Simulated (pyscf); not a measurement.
AsH [triplet] + SiH₄ → H₃Si–AsH• + H•, a substitution at Si (triplet surface; H–Si broken, As–Si formed). PySCF, gas phase, ωB97X-D3(BJ)/def2-SVP geometries. Correlated levels are frozen-core, on RHF or UHF. ΔMP2 is the change of the MP2 total energy from the triple- to the quadruple-zeta basis. Energies in eV from the separated reactants.

Small-basis levels: PySCF, no dispersion term, spherical d functions. AM1 to PM7: differences of heats of formation from MOPAC. GFN2-xTB: tblite. Open shells are spin-unrestricted. 

```json
[
 {"level": "HF/3-21G", "barrier": "2.40", "reaction energy": "+1.86"},
 {"level": "SVWN5/6-31G*+LANL2DZ", "barrier": "0.91", "reaction energy": "+1.36"},
 {"level": "PBE/6-31G*+LANL2DZ", "barrier": "1.26", "reaction energy": "+1.39"},
 {"level": "B3LYP/STO-3G", "barrier": "1.75", "reaction energy": "+1.68"},
 {"level": "B3LYP/6-31G*+LANL2DZ", "barrier": "1.68", "reaction energy": "+1.71"},
 {"level": "B3LYP/def2-SVP", "barrier": "___", "reaction energy": "+1.50"},
 {"level": "GFN2-xTB", "barrier": "1.23", "reaction energy": "+1.22"},
 {"level": "PM6", "barrier": "0.61", "reaction energy": "+0.78"},
 {"level": "PM7", "barrier": "0.30", "reaction energy": "-0.10"},
 {"level": "CCSD(T)/def2-TZVPP + ΔMP2(QZVPP)", "barrier": "___", "reaction energy": "+1.46"}
]
```

Problem. Fill in the missing entries.

Solution. 
- B3LYP/def2-SVP, barrier: 1.49
- CCSD(T)/def2-TZVPP + ΔMP2(QZVPP), barrier: 1.58

Against the last row the barrier runs from -1.29 (PM7) to +0.82 eV (HF/3-21G). At SVWN5/6-31G*+LANL2DZ, PBE/6-31G*+LANL2DZ, B3LYP/6-31G*+LANL2DZ, PM6 this geometry lies under one side, so the entry may be no barrier of that level: it is a single point on another level's saddle. CCSD(T)/def2-TZVPP + ΔMP2(QZVPP) has limits of its own. H₃Si–AsH• + H• also meet on a surface of lower spin, which isn't treated here. This is the saddle that the search found; another between the same sides may lie lower. The angle at the attacked Si is 178°. The CCSD(T) − MP2 part came from Ansatz, without density fitting, on the same reference. The frozen core leaves the outer d or s,p core shells of the metals and heavy elements correlated in the MP2 and CC values, and def2-TZVPP describes them poorly, which can shift differences by a few kcal/mol. In the def2 sets elements up to Kr have no core potential.
